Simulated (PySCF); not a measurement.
**Ways to converge the SCF of BN (triplet)**

The same problem is solved with other solver options, one edit a run.

Computed with PySCF 2.14.0. Level: each script names its method and basis.

4 further runs of the same task are left out: 4 that didn't finish.

### Step 1. The starting structure

BN (triplet): 2 atoms, charge 0, spin multiplicity 3.

Bond lengths: B1–N2 1.521 Å.

### Step 2. The run that the others are compared with

input.py

```python
from pyscf import gto, scf, cc

mol = gto.M(
    atom='B 0 0 0; N 0 0 1.521',
    basis='cc-pvtz',
    charge=0,
    spin=2,
    verbose=3,
)
mf = scf.UHF(mol)
mf.kernel()
mycc = cc.CCSD(mf, frozen=2)
mycc.kernel()
mycc.ccsd_t()
mf.dip_moment()
print('orbital energies (hartree):', [e[max(0, n-3):n+3].round(4) for e, n in zip(mf.mo_energy, mol.nelec)])
```

On the command line:

```bash
OMP_NUM_THREADS=1 python input.py
```

Its log is not repeated here.

In short: E(SCF) = -78.976098 Eh, E(CCSD) − E(SCF) = -0.25209 Eh, (T) = -0.01590 Eh, ⟨S²⟩ = 2.274, μ = 2.16 D (of the SCF density).

The bond length is a typed value, not an optimised one. The triplet is typed in the script; nothing here shows that it is the ground state.

### Step 3. Convergence threshold 1e-16 hartree

Run 1 changes convergence threshold: default → 1e-16 hartree.

input.py

```python
from pyscf import gto, scf, cc

mol = gto.M(
    atom='B 0 0 0; N 0 0 1.521',
    basis='cc-pvtz',
    charge=0,
    spin=2,
    verbose=3,
)
mf = scf.UHF(mol)
mf.conv_tol = 1e-16
mf.kernel()
mycc = cc.CCSD(mf, frozen=2)
mycc.kernel()
mycc.ccsd_t()
mf.dip_moment()
print('orbital energies (hartree):', [e[max(0, n-3):n+3].round(4) for e, n in zip(mf.mo_energy, mol.nelec)])
```

On the command line:

```bash
OMP_NUM_THREADS=1 python input.py
```

### Step 4. DIIS space 12

Run 2 changes DIIS space: default → 12.

Changes to input.py since step 2:

```diff
@@ -10,2 +10,3 @@
 mf = scf.UHF(mol)
+mf.diis_space = 12
 mf.kernel()
```

**Question.** What will these runs give? Wanted: for each run, E(SCF); from base; gap, α spin; SCF dipole; after the SCF.

The runs gave:

```tsv
run	E(SCF) (hartree)	from base (eV)	gap, α spin (eV)	SCF dipole (D)	after the SCF
base	-78.976098	0	14.72	2.16	CCSD(T) correlation -7.292 eV, core frozen
convergence threshold 1e-16 hartree	-78.976098	0.0000	14.72	2.16	CCSD(T) correlation -7.292 eV, core frozen
DIIS space 12	-78.976098	0.0000	14.72	2.16	CCSD(T) correlation -7.292 eV, core frozen
```

With convergence threshold 1e-16 hartree or DIIS space 12 the SCF ends at the base energy.
